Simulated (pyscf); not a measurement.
Elementary routes open to `[CH3][In]` [singlet] + `[OH][SiH3]` in the gas phase (singlet surface):
A. `[CH3][In]([OH])[SiH3]` (O–Si broken; In–O, In–Si formed)
B. `[SiH3][O][In]` [singlet] + `[CH4]` (C–In, H–O broken; In–O, C–H formed)

Single points on ωB97X-D3(BJ)/def2-SVP structures (PySCF, gas phase).

Q: Rank the routes by free-energy barrier at 298 K, lowest first, for ωB97M-D3(BJ)/def2-TZVP energies (ideal gas, 1 atm, RRHO with modes under 100 cm⁻¹ raised to 100, one conformer, R ln 2 for chiral ones without a mode under 150 cm⁻¹).

A: B (0.42 eV), A (1.50 eV)

Route B is the fastest of these, ahead of the next by 1.08 eV. The most stable products are those of B (ΔG = -1.56 eV), so kinetics and thermodynamics agree. At 1200 K B is still the fastest. A: On the reactant side the descent ends in a bound adduct, 0.37 eV under the separated species and 1.08 eV under the saddle at ωB97X-D3(BJ)/def2-TZVP. B: On the reactant side the descent ends in a bound adduct (not fully relaxed), 0.37 eV under the separated species and 0.37 eV under the saddle at ωB97X-D3(BJ)/def2-TZVP. Only these routes are compared; each barrier is that of the saddle found, and lower ones may exist. Elements past Kr carry the def2 core potentials, without spin-orbit coupling.
